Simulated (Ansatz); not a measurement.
**C₂F₄, singlet: cost against accuracy**

Geometry (MP2(full)/6-31G*, from the G2/97 set):

```xyz
6

C     0.0000    0.0000    0.6632
C     0.0000    0.0000   -0.6632
F     0.0000    1.1127    1.3857
F     0.0000   -1.1127    1.3857
F     0.0000    1.1127   -1.3857
F     0.0000   -1.1127   -1.3857
```

Measured, as an electronic atomization energy: 583.9 kcal/mol (G2/97 heats of formation of molecule and atoms, with zero-point and thermal terms from B3LYP taken off; Curtiss et al., J. Chem. Phys. 106, 1063 (1997), Staroverov et al., J. Chem. Phys. 119, 12129 (2003)). The measured value holds scalar relativity and spin–orbit coupling, which all computed ones lack, and core correlation, which the wave-function levels lack. Atoms are taken at the same level; beside RHF, RMP2 and RCC rows they are unrestricted. Ansatz 0.2.0; the 6-31G* set has Cartesian d functions; a miss is computed less measured; times are wall times on shared hosts and scatter by a factor of two or so.

```json
{"level": "RCCSD(T)", "basis": "STO-3G", "miss (kcal/mol)": "-116.4", "time of the run": "0.46 s", "hardware": "1 CPU thread"}
{"level": "B3LYP", "basis": "STO-3G", "miss (kcal/mol)": "21.2", "time of the run": "1 s", "hardware": "1 CPU thread"}
{"level": "CISD", "basis": "STO-3G", "miss (kcal/mol)": "-131.3", "time of the run": "1 s", "hardware": "1 CPU thread"}
{"level": "revPBE", "basis": "cc-pVDZ", "miss (kcal/mol)": "12.3", "time of the run": "1.1 s", "hardware": "1 CPU thread"}
{"level": "PBE0", "basis": "STO-3G", "miss (kcal/mol)": "29.1", "time of the run": "1.1 s", "hardware": "1 CPU thread"}
{"level": "PBE", "basis": "6-31G*", "miss (kcal/mol)": "60.8", "time of the run": "1.1 s", "hardware": "1 CPU thread"}
{"level": "CAM-B3LYP", "basis": "STO-3G", "miss (kcal/mol)": "28.0", "time of the run": "1.2 s", "hardware": "1 CPU thread"}
{"level": "B3LYP", "basis": "6-31G*", "miss (kcal/mol)": "9.1", "time of the run": "1.3 s", "hardware": "1 CPU thread"}
{"level": "PBE0", "basis": "6-31G*", "miss (kcal/mol)": "19.0", "time of the run": "1.3 s", "hardware": "1 CPU thread"}
{"level": "RCCSD(T)", "basis": "6-31G", "miss (kcal/mol)": "-131.5", "time of the run": "1.4 s", "hardware": "1 CPU thread"}
{"level": "BCCD(T)", "basis": "6-31G", "miss (kcal/mol)": "-131.1", "time of the run": "1.4 s", "hardware": "1 CPU thread"}
{"level": "B2PLYP", "basis": "STO-3G", "miss (kcal/mol)": "-41.1", "time of the run": "1.4 s", "hardware": "1 CPU thread"}
{"level": "PBE0", "basis": "cc-pVDZ", "miss (kcal/mol)": "5.5", "time of the run": "1.5 s", "hardware": "1 CPU thread"}
{"level": "CAM-B3LYP", "basis": "cc-pVDZ", "miss (kcal/mol)": "6.2", "time of the run": "1.7 s", "hardware": "1 CPU thread"}
{"level": "RPA-PBE", "basis": "6-31G", "miss (kcal/mol)": "-203.1", "time of the run": "1.8 s", "hardware": "1 CPU thread"}
{"level": "CAM-B3LYP", "basis": "6-31G", "miss (kcal/mol)": "-48.3", "time of the run": "2.1 s", "hardware": "1 CPU thread"}
{"level": "r2SCAN", "basis": "cc-pVDZ", "miss (kcal/mol)": "6.9", "time of the run": "2.2 s", "hardware": "1 CPU thread"}
{"level": "RHF", "basis": "6-31G*", "miss (kcal/mol)": "-213.6", "time of the run": "2.3 s", "hardware": "1 CPU thread"}
{"level": "B2PLYP", "basis": "6-31G*", "miss (kcal/mol)": "-2.9", "time of the run": "2.6 s", "hardware": "1 CPU thread"}
{"level": "PBE0", "basis": "cc-pVTZ", "miss (kcal/mol)": "13.6", "time of the run": "2.6 s (with forces)", "hardware": "H100 + 2 CPU threads"}
{"level": "B3LYP", "basis": "cc-pVTZ", "miss (kcal/mol)": "1.5", "time of the run": "2.7 s", "hardware": "H100 + 2 CPU threads"}
{"level": "r2SCAN", "basis": "6-31G", "miss (kcal/mol)": "-43.5", "time of the run": "3.2 s", "hardware": "1 CPU thread"}
{"level": "BCCD(T)", "basis": "6-31G*", "miss (kcal/mol)": "-32.4", "time of the run": "3.4 s", "hardware": "H100 + 2 CPU threads"}
{"level": "B3LYP", "basis": "cc-pVQZ", "miss (kcal/mol)": "1.3", "time of the run": "3.6 s", "hardware": "H100 + 2 CPU threads"}
{"level": "revPBE", "basis": "cc-pVTZ", "miss (kcal/mol)": "14.9", "time of the run": "4 s", "hardware": "H100 + 2 CPU threads"}
{"level": "B97M-V", "basis": "cc-pVQZ", "miss (kcal/mol)": "7.7", "time of the run": "6 s", "hardware": "H100 + 2 CPU threads"}
{"level": "RCCSD(T)", "basis": "6-31G*", "miss (kcal/mol)": "-33.0", "time of the run": "6 s", "hardware": "1 CPU thread"}
{"level": "B97M-V", "basis": "cc-pVTZ", "miss (kcal/mol)": "8.7", "time of the run": "6.5 s", "hardware": "H100 + 2 CPU threads"}
{"level": "wB97M-V", "basis": "cc-pVTZ", "miss (kcal/mol)": "11.4", "time of the run": "7 s (with forces)", "hardware": "H100 + 2 CPU threads"}
{"level": "wB97M-V", "basis": "6-31G", "miss (kcal/mol)": "-48.9", "time of the run": "7.5 s", "hardware": "1 CPU thread"}
{"level": "PBE-QIDH", "basis": "cc-pVTZ", "miss (kcal/mol)": "0.3", "time of the run": "7.5 s", "hardware": "H100 + 2 CPU threads"}
{"level": "BCCD(T)", "basis": "cc-pVTZ", "miss (kcal/mol)": "-15.4", "time of the run": "8.5 s", "hardware": "H100 + 2 CPU threads"}
{"level": "wB97M-V", "basis": "cc-pVQZ", "miss (kcal/mol)": "10.2", "time of the run": "8.5 s", "hardware": "H100 + 2 CPU threads"}
{"level": "RCCSD(T)", "basis": "cc-pVQZ", "miss (kcal/mol)": "-4.8", "time of the run": "9 s", "hardware": "H100 + 2 CPU threads"}
{"level": "r2SCAN0", "basis": "cc-pVTZ", "miss (kcal/mol)": "-14.1", "time of the run": "9 s", "hardware": "H100 + 2 CPU threads"}
{"level": "RCCSDT(Q)", "basis": "6-31G", "miss (kcal/mol)": "-130.1", "time of the run": "13 s", "hardware": "H100 + 2 CPU threads"}
{"level": "CAM-B3LYP", "basis": "cc-pVQZ", "miss (kcal/mol)": "11.1", "time of the run": "17 s", "hardware": "H100 + 2 CPU threads"}
{"level": "CISDTQ", "basis": "STO-3G", "miss (kcal/mol)": "-116.2", "time of the run": "28 s", "hardware": "1 CPU thread"}
{"level": "CISD", "basis": "cc-pVDZ", "miss (kcal/mol)": "-158.1", "time of the run": "81 s", "hardware": "1 CPU thread"}
{"level": "RCCSDT(Q)", "basis": "cc-pVDZ", "miss (kcal/mol)": "-54.9", "time of the run": "1.8 min", "hardware": "H100 + 2 CPU threads"}
```

HF's time is that of a plain UHF run.

The smallest set from which on each level stays within 1 kcal/mol of its own cc-pVQZ value: RHF cc-pVTZ; PBE cc-pVTZ; r2SCAN cc-pVTZ; B3LYP cc-pVTZ; wB97M-V none (cc-pVTZ is 1.2 kcal/mol off); B2PLYP none (cc-pVTZ is 3.2 kcal/mol off); RMP2 none (cc-pVTZ is 11.5 kcal/mol off); RCCSD(T) none (cc-pVTZ is 11.2 kcal/mol off).
